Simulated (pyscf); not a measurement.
Single points on ωB97X-D3(BJ)/def2-SVP structures (PySCF, gas phase).

Task: Estimate by transition-state theory (the high-pressure limit) the rate constant of `[O]=[Ge]` [singlet] + `[H][H]` → `[O]=[GeH2]` (singlet surface; H–H broken, Ge–H, Ge–H formed) at 1200 K, with ωB97M-D3(BJ)/def2-TZVP energies (ideal gas, 1 atm, RRHO with modes under 100 cm⁻¹ raised to 100, one conformer, R ln 2 for chiral ones without a mode under 150 cm⁻¹; no tunnelling).

Result: The electronic barrier is 85.4 kcal/mol and the thermal terms add +29.0, so ΔG‡ = 114.4 kcal/mol. With k_BT/h = 2.50e+13 s⁻¹ and RT = 2.385 kcal/mol, and a volume of 1.64e-19 cm³ per molecule at 1 atm, k = 6.0e-27 cm³ molecule⁻¹ s⁻¹. The product is born with the 70 kcal/mol of the reverse barrier and needs collisions to keep. Wigner's tunnelling factor for 1843i cm⁻¹ would be 1.20. A shift of 1 kcal/mol in the barrier changes k by a factor 1.5. The same reactants have a lower exit, to HO–GeH: [singlet] (barrier +34.2 kcal/mol at ωB97M-D3(BJ)/def2-TZVP, against +85.4 kcal/mol here). O=GeH₂ lies 30.4 kcal/mol over its isomer HO–GeH: [singlet] (electronic energy, ωB97M-D3(BJ)/def2-TZVP). This is the saddle that the search found; another between the same sides may lie lower. Elements up to Kr have no core potential and no relativistic terms here.
